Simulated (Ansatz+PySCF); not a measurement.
Values are calculated unless marked as measured or tabulated.
Input for PySCF 2.14.0:

```python
from pyscf import gto, scf

mol = gto.M(atom="""
O 0.000000 0.000000 -0.119660
H 0.000000 1.131260 0.777800
H 0.000000 -0.754170 0.478650
""", basis='6-31g*', charge=0, spin=0)
mf = scf.RHF(mol)
mf.init_guess = '1e'
mf.kernel()
while True:  # follow internal instabilities
    mo, _, stable, _ = mf.stability(return_status=True)
    if stable: break
    mf.kernel(mf.make_rdm1(mo, mf.mo_occ))
print(mf.converged, mf.e_tot, mf.spin_square()[0])
```

The script is written out from the run's settings.

Output:

```json
{
 "Converged": "yes",
 "Total energy": "-75.90490 hartree",
 "Spin squared of the determinant": "0.000"
}
```
